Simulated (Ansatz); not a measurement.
**Relaxing CuPb2N2**

Theory: Ansatz 0.2.0, DFT PBE, scalar-relativistic, plane waves, PAW. Cutoff 420 eV, Γ-centred k mesh, Gaussian smearing, no spin polarisation in the final step.

This is the end of a relaxation of cell and atoms.

```yaml
crystal:
  lattice:
    - [-2.54945, 2.54945, 3.78666]
    - [2.54945, -2.54945, 3.78666]
    - [2.54945, 2.54945, -3.78666]
  atoms:
    - { symbol: Cu, position: [0.00000, 0.00000, 0.00000] }
    - { symbol: Pb, position: [0.25000, 0.75000, 0.50000] }
    - { symbol: Pb, position: [0.75000, 0.25000, 0.50000] }
    - { symbol: N, position: [0.57553, 0.57553, 0.00000] }
    - { symbol: N, position: [0.42447, 0.42447, 0.00000] }
```

Energies over the elements count from the elements' standard structures at the same level (N₂ as a molecule), with no empirical corrections.

**Question.** What space group does it have?

**Answer.** I4/mmm (No. 139). Conventional cell: a = 5.099 Å, c = 7.573 Å. Cu has 8 Pb at 3.18 Å, 2 N at 3.21 Å and 8 N at 3.65 Å (next N at 4.36 Å); around Pb lie 4 N at 2.87 Å and 4 Cu at 3.18 Å (next N at 3.55 Å); around N lie 1 N at 1.14 Å.

**Question.** How far does it lie from the elements in energy?

**Answer.** 0.53 eV/atom.

**Question.** Is it a metal?

**Answer.** Yes, bands cross the Fermi level on the 10×10×10 mesh.

The final run used a 10×10×10 mesh on its 5-atom cell and 0.10 eV smearing. For metals, differences of a few meV/atom aren't resolved. Spin–orbit coupling is left out. The cell came from a trial start, so CuPb2N2 may not exist in this structure.

Cost: 3 runs of about 5.4 core-minutes in all, on Arm Neoverse V1 (shared hosts).